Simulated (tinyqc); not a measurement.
Extended Hueckel theory, for LiH, step by step. One step of it, computed by the program tinyqc.

Problem. Mulliken analysis. P = C n C^T; charge = valence electrons (H 1, Li 1) minus the sum of (P S)_ii on the atom; overlap population = 2 sum P_ij S_ij between two atoms.

coefficients, order 1Li 2s, 1Li 2px, 1Li 2py, 1Li 2pz, 2H 1s:
$$\begin{pmatrix}
0.117815 & 0.849643 & 0.000000 & 0.000000 & 0.698820 \\
0.000000 & 0.000000 & 0.805505 & -0.592589 & 0.000000 \\
0.000000 & 0.000000 & 0.592589 & 0.805505 & 0.000000 \\
0.052457 & -0.526333 & 0.000000 & 0.000000 & 1.050371 \\
0.924484 & -0.129025 & 0.000000 & 0.000000 & -0.857824
\end{pmatrix}$$

occupations: [2.000000, 0.000000, 0.000000, 0.000000, 0.000000]

overlap S, order 1Li 2s, 1Li 2px, 1Li 2py, 1Li 2pz, 2H 1s:
$$\begin{pmatrix}
1.000000 & 0.000000 & 0.000000 & 0.000000 & 0.373432 \\
0.000000 & 1.000000 & 0.000000 & 0.000000 & 0.000000 \\
0.000000 & 0.000000 & 1.000000 & 0.000000 & 0.000000 \\
0.000000 & 0.000000 & 0.000000 & 1.000000 & 0.488202 \\
0.373432 & 0.000000 & 0.000000 & 0.488202 & 1.000000
\end{pmatrix}$$

Give: charges; Overlap populations.

Solution.

charges: 1Li 0.8380, 2H -0.8380

Overlap populations:
```
pair     value
2-1   0.257396
```
